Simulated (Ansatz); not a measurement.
One structure, 3 elements: Hf3N2, Hf3As2, Hf3Sb2

Plane-wave DFT in Ansatz with scalar-relativistic PAW potentials, cutoff 420 eV, Γ-centred meshes chosen by cell and gap, Gaussian smearing with energies taken to zero width. Every cell was relaxed (cell and atoms) in a run of its own, within the symmetry of its start. Functional: PBEsol.

All members share space group R-3m and the same sites; only the element on one set of sites changes (N, As, Sb). Members needn't be the stable form of their composition. Energies over the elements, where given, are against the elements' standard states in the same functional (H₂, N₂, O₂ and halogens uncorrected, Hg as a solid). The first member:

Space group R-3m:H (No. 166). a = 3.193 Å, b = 3.193 Å, c = 23.125 Å, α = 90.00°, β = 90.00°, γ = 120.00°
```
atom site symmetry x y z
  Hf    6c        3m  0.0000  0.0000  0.7790
  Hf    3a       -3m  0.0000  0.0000  0.0000
   N    6c        3m  0.6667  0.3333  0.9445
```

| compound | V (Å³/atom) | a (Å) | c (Å) | energy over elements (eV/atom) |
| --- | --- | --- | --- | --- |
| Hf3N2 | 13.61 | 3.193 | 23.125 | -1.573 |
| Hf3Sb2 | 23.30 | 3.687 | 29.680 | -0.243 |

Predict the member with As.

V (Å³/atom) 20.09, a (Å) 3.607, c (Å) 26.733, energy over elements (eV/atom) -0.776. Interpolating linearly in period between N and Sb would give 20.07 Å³/atom (0.1 % too small), with -0.687 eV/atom over the elements. Over the whole series the volume grows at each step down the group; all are metallic on the mesh; binding against the elements weakens. Less electronegative, larger anions gain less from charge transfer and lattice energy, in line with the weaker binding.

Spin-orbit coupling is left out, which matters for the bands of heavy elements.